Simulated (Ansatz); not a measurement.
Structure relaxation of Cr3BiO4

Theory: DFT PBE, scalar-relativistic, plane waves, PAW in Ansatz 0.2.0. Cutoff 420 eV, Γ-centred k mesh, Gaussian smearing, collinear spin, first started from parallel moments.

The start puts Cr3BiO4 on the sites of a reported VCu3S4 cell (P-43m, No. 215), with Bi in place of V, Cr in place of Cu, O in place of S, at a guessed volume.

```
CELL_PARAMETERS angstrom
4.79826 0.00000 0.00000
0.00000 4.79826 0.00000
0.00000 0.00000 4.79826
ATOMIC_POSITIONS crystal
Cr 0.50000 0.00000 0.00000
Cr 0.00000 0.50000 0.00000
Cr 0.00000 0.00000 0.50000
Bi 0.00000 0.00000 0.00000
O 0.23500 0.23500 0.23500
O 0.23500 0.76500 0.76500
O 0.76500 0.76500 0.23500
O 0.76500 0.23500 0.76500
```

Cell and atoms relax at zero pressure; the relaxation can't lower the symmetry of the start. After a coarse first stage the cell is made exact in the group found at 0.06 Å.

Formation energies are uncorrected and refer to the elements' standard structures at the same level (O₂ as a molecule).

**Question.** Describe the relaxed structure.

**Answer.** It keeps P-43m (No. 215). Conventional cell: a = 5.487 Å. Cr is coordinated by 4 O at 2.32 Å and 2 Bi at 2.74 Å; Bi has 4 O at 2.19 Å and 6 Cr at 2.74 Å; O has 1 Bi at 2.19 Å and 3 Cr at 2.32 Å.

```
Cr Bi O
1.0
     5.48742    0.00000    0.00000
     0.00000    5.48742    0.00000
     0.00000    0.00000    5.48742
Cr Bi O
3 1 4
Direct
  0.50000 0.00000 0.00000
  0.00000 0.50000 0.00000
  0.00000 0.00000 0.50000
  0.00000 0.00000 0.00000
  0.23091 0.23091 0.23091
  0.23091 0.76909 0.76909
  0.76909 0.76909 0.23091
  0.76909 0.23091 0.76909
```

**Question.** What are its volume, energy, gap and moment?

**Answer.** The volume per atom is 20.65 Å³. The density is 4.31 g/cm³ and the energy over the elements is -0.01 eV/atom. The gap on the 8×8×8 mesh is 0 eV (a metal). The net moment per atom is 1.62 μB and the largest site moment is 3.49 μB.

The final run used a 8×8×8 mesh on its 8-atom cell and 0.10 eV smearing. For metals, differences of a few meV/atom aren't resolved. Spin–orbit coupling is left out. Symmetry constrained the relaxation, so the result can be a saddle point.

Cost: 3 runs of about 5.4 core-minutes in all, on Arm Neoverse V2 (shared hosts).